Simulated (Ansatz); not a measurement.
```yaml
crystal:
  periodic: [false, false, false]
  atoms:
    - {symbol: Ga, position_ang: [-2.195245, -0.217083, -0.002236]}
    - {symbol: N, position_ang: [-0.311734, -0.087106, -0.000695]}
    - {symbol: N, position_ang: [0.931593, -0.239118, -0.001229]}
    - {symbol: H, position_ang: [1.575385, 0.543306, 0.004160]}
basis:
  gaussian: {orbitals: def2-TZVP}
magnetization: {spin_polarized: true, initial_magnetization: 2}
hamiltonian: {xc: pbe0}
relax: {f_tol: 0.004, max_steps: 80}
```

```sh
$ ansatz run in.yaml --threads 1 --pin off --events-out ev --progress --plain --max-ram 2176MiB
```

Steps of the relaxation (energy above the last step; positions in Å, forces in eV/Å):

```
4
step 1, 53.3 meV
Ga   -2.195   -0.217   -0.002   -0.457   -0.056   -0.001
N    -0.312   -0.087   -0.001    2.593   -0.027    0.001
N     0.932   -0.239   -0.001   -2.229   -0.303   -0.003
H     1.575    0.543    0.004    0.094    0.386    0.003
```

```
4
step 2, 11.3 meV
Ga   -2.194   -0.216   -0.002   -0.300   -0.040    0.000
N    -0.296   -0.085   -0.001    0.989    0.032    0.001
N     0.923   -0.245   -0.001   -0.742   -0.154   -0.001
H     1.567    0.546    0.004    0.054    0.163    0.001
```

```
4
step 3, 2.9 meV
Ga   -2.205   -0.218   -0.002   -0.039   -0.020    0.000
N    -0.285   -0.082   -0.001   -0.020    0.066    0.000
N     0.922   -0.248   -0.001    0.060   -0.061    0.000
H     1.568    0.548    0.004   -0.001    0.015    0.000
```

```
4
step 7, 0.0 meV
Ga   -2.204   -0.268   -0.003    0.003    0.001    0.000
N    -0.293    0.011    0.000    0.000   -0.001    0.000
N     0.901   -0.248   -0.001   -0.005   -0.004    0.000
H     1.596    0.505    0.004    0.002    0.004    0.000
```

```
4
step 8, 0.0 meV
Ga   -2.204   -0.267   -0.003    0.000    0.000    0.000
N    -0.293    0.009    0.000    0.000    0.000    0.000
N     0.901   -0.248   -0.001    0.001    0.000    0.000
H     1.595    0.506    0.004    0.000    0.000    0.000
```

Close pairs at the end: N3–H4 1.025 Å, N2–N3 1.221 Å, Ga1–N2 1.931 Å.

A stationary point of unrestricted PBE0 after 8 steps, with ⟨S²⟩ = 2.009 against 2.00 for a pure state; no frequencies were run, so it isn't proven a minimum. 47 s on 1 thread of Intel Xeon Platinum 8175M, shared host.
